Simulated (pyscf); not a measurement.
Structures and frequencies: ωB97X-D3(BJ)/def2-SVP in PySCF.

### Question
Estimate by transition-state theory the rate constant of •H₂C–InH₂ + hydrogen (H₂) → H₃C–InH₂ + H atom (H•) (doublet surface; H–H broken, C–H formed) at 1200 K, with ωB97M-D3(BJ)/def2-TZVP energies (ideal gas, 1 atm, RRHO with modes under 100 cm⁻¹ raised to 100, one conformer, R ln 2 for chiral ones without a mode under 150 cm⁻¹; no tunnelling).

### Answer
The electronic barrier is 12.1 kcal/mol and the thermal terms add +30.2, so ΔG‡ = 42.3 kcal/mol. With k_BT/h = 2.50e+13 s⁻¹ and RT = 2.385 kcal/mol, and a volume of 1.64e-19 cm³ per molecule at 1 atm, k = 8.2e-14 cm³ molecule⁻¹ s⁻¹. Wigner's tunnelling factor for 1471i cm⁻¹ would be 1.13. A shift of 1 kcal/mol in the barrier changes k by a factor 1.5. This saddle turned up in a search for another step; its sides and bond changes are read from the two ends of the descent. •H₂C–InH₂ lies 31.4 kcal/mol over its isomer [H₃C–InH]• (electronic energy, ωB97M-D3(BJ)/def2-TZVP). This is the saddle that the search found; another between the same sides may lie lower. The angle at the transferred H is 171°. Elements past Kr carry the def2 core potentials, without spin-orbit coupling.
